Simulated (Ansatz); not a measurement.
We consider litharge PbO, described by PBEsol+SOC (plane waves, PAW; Ansatz, an electronic-structure program).

Run with plane-wave cutoff 520 eV, 8×8×8 k mesh, Fermi–Dirac smearing 0.01 eV, PAW data made under PBE.

Cell (measured lattice):

Space group P4/nmm, origin choice 1 (No. 129); a = b = 3.975 Å, c = 5.023 Å, α = β = γ = 90.00°

```csv
atom,site,symmetry,x,y,z
Pb,2c,4mm,0.0000,0.5000,0.2368
O,2a,-4m2,0.0000,0.0000,0.0000
```

Task: What does this level give for the band gap, smallest direct gap on the k points sampled and direct gap at Γ?

Result: 
band gap: 1.10 eV (indirect)
smallest direct gap on the k points sampled: 2.11 eV
direct gap at Γ: 2.16 eV

Note: cell and atoms aren't relaxed at this level.

Computed values are for the static lattice.

Cost on a shared machine: about 5 core-minutes (a rough figure).
